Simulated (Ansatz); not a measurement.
# How the Voigt–Reuss–Hill shear modulus of fcc Pd moves with the method

No measured value is used here.

```json
[
 {"level (code)": "LDA (Ansatz)", "value (GPa)": "55.7", "cell (Å³/atom)": "14.15"},
 {"level (code)": "PBE (Ansatz)", "value (GPa)": "41.6", "cell (Å³/atom)": "15.33"},
 {"level (code)": "PBEsol (Ansatz)", "value (GPa)": "51.2", "cell (Å³/atom)": "14.55"},
 {"level (code)": "r²SCAN (Ansatz)", "value (GPa)": "39.5", "cell (Å³/atom)": "14.93"}
]
```

The crystal itself was run without spin with LDA, PBE, PBEsol, r²SCAN; a magnetic state was not tried in these runs. Each level is taken at its own relaxed cell. Cutoffs differ between the levels. Ansatz's density-functional and Hartree–Fock values are scalar-relativistic unless marked +SOC, with PAW data made under PBE.

Ansatz is an electronic-structure program.
